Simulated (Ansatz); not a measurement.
Isolated molecules relaxed with PBE0-D4/def2-TZVP in Ansatz; ΔE leaves out vibrations. CCSD(T)/CBS adds triple-zeta CCSD(T) − MP2 to the extrapolated MP2 energy (def2 sets, frozen cores). DFT in def2-TZVPP. Each species was taken in one conformer, which may not be the lowest.

Reaction (isomerisation): `C=CCC1CO1` → `C=C(C)C(C)=O`

```
             level  ΔE (eV)
               PBE    -1.41
              PBE0    -1.37
CCSD(T)/def2-TZVPP    -1.45
     HF/def2-QZVPP    -1.58
```

Problem. What does CCSD(T)/CBS give? (Estimate.)

Solution. Computed: -1.45 eV. The listed levels differ from it by 0.04, 0.08, 0.00, -0.13 eV.

Largest T1 diagnostic among the species: 0.013.

From PBE to PBE0 (25 % exact exchange), in def2-TZVPP and without D4, ΔE moves by +0.04 eV. In def2-TZVPP, CCSD(T) changes the Hartree–Fock value by +0.13 eV (the triples alone add −0.02 eV) and MP2 by +0.14 eV.
